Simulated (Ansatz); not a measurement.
Compare A (`C#CC(C)N`) with its isomer B (`NC1C=CC1`).

Isolated molecules relaxed with PBE0-D4/def2-TZVP in Ansatz; ΔE leaves out vibrations. CCSD(T)/CBS adds triple-zeta CCSD(T) − MP2 to the extrapolated MP2 energy (def2 sets, frozen cores). Functionals use def2-TZVPP. B3LYP here is the variant with VWN-RPA as its local correlation; programs differ in this. Each species was taken in one conformer, which may not be the lowest.

Which is lower in electronic energy at CCSD(T)/CBS, and by how much? (An estimate is asked.)

Computed: B, by 15.4 kJ/mol.

Give E(B) − E(A) in kJ/mol with r2SCAN-D4, HF/def2-TZVPP, ωB97M-V, B3LYP, CCSD/def2-TZVPP, CCSD(T)/def2-SVP, PBE0-D4. (Estimate.)

Computed: r2SCAN-D4 -22.4, HF/def2-TZVPP -1.8, ωB97M-V -21.2, B3LYP -10.3, CCSD/def2-TZVPP -13.6, CCSD(T)/def2-SVP -17.3, PBE0-D4 -37.2. None reverses the order clearly.

Does the order hold for the free energy at 298.15 K (harmonic terms from PBE0-D4)? (Best estimate.)

The calculation gave: Yes: G(B) − G(A) = -7.4 kJ/mol, for one conformer each.

Largest T1 diagnostic: 0.011.

From BLYP to BHLYP (50 % exact exchange), in def2-TZVPP and without D4, E(B) − E(A) moves by −11.0 kJ/mol. In def2-TZVPP, CCSD(T) changes the Hartree–Fock value by −12.6 kJ/mol (the triples alone add −0.8 kJ/mol) and MP2 by −9.0 kJ/mol.
